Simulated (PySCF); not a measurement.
Species: C4H4O2.
Atom-mapped SMILES: `[CH3:1][O:2][c:3]1[cH:4][c:5]1=[O:6]` (hydrogens: H7, H8, H9 on C1; H10 on C4)

Geometry (PBE0-D3(BJ)/def2-SVP, Å), atoms numbered from 1 in this order:
```
atom  x, y, z in Å
C1    -1.7026   -0.2215   -0.0252
O2    -0.5006   -0.9283    0.2686
C3     0.6104   -0.2630    0.1097
C4     1.9540   -0.3754    0.1842
C5     1.4134    0.8995   -0.1780
O6     1.5274    2.0545   -0.4858
H7    -2.4793   -0.6086    0.6459
H8    -1.5708    0.8582    0.1343
H9    -1.9959   -0.4071   -1.0693
H10    2.8008   -1.0303    0.3949
```

Computed with EOM-IP-CCSD/aug-cc-pVDZ in PySCF, restricted Hartree–Fock reference, 6 core orbitals frozen, non-relativistic, gas phase, PBE0-D3(BJ)/def2-SVP geometry.

Hartree–Fock orbital energies give these Koopmans values (eV): HOMO 10.54, HOMO-1 10.61, HOMO-2 14.24, HOMO-3 14.47, HOMO-4 15.32, HOMO-5 15.87, HOMO-6 16.66, HOMO-7 18.10.

What vertical ionisation energies does EOM-IP-CCSD give?

| leading hole (HF orbital) | Koopmans (eV) | EOM-IP-CCSD (eV) | change (eV) | one-hole share |
| --- | --- | --- | --- | --- |
| HOMO-1 | 10.61 | 9.16 | -1.45 | 0.95 |
| HOMO | 10.54 | 9.92 | -0.62 | 0.95 |
| HOMO-2 | 14.24 | 12.70 | -1.54 | 0.94 |
| HOMO-3 | 14.47 | 12.87 | -1.60 | 0.95 |
| HOMO-4 | 15.32 | 13.93 | -1.39 | 0.95 |
| HOMO-5 | 15.87 | 14.75 | -1.12 | 0.93 |
| HOMO-6 | 16.66 | 14.86 | -1.80 | 0.94 |
| HOMO-7 | 18.10 | 15.83 | -2.27 | 0.93 |

Does the order of the lines follow the orbital energies?

No: the HOMO-1 hole (9.16 eV) falls below the HOMO hole (9.92 eV). The corrections run from -2.27 to -0.62 eV, with a mean of -1.47 eV over the 8 lines; no line lies above its Koopmans value.

At what kinetic energies would He I light (21.22 eV) eject these electrons?

12.06 eV (HOMO-1), 11.30 eV (HOMO), 8.52 eV (HOMO-2), 8.35 eV (HOMO-3), 7.29 eV (HOMO-4), 6.47 eV (HOMO-5), 6.36 eV (HOMO-6), 5.39 eV (HOMO-7).

Lines less than 0.15 eV apart could change places at a higher level. One root was sought for each valence orbital with −ε under 21 eV, eight at most, so deeper holes and satellites are missing; no vibrational structure.

One conformer stands for the species.
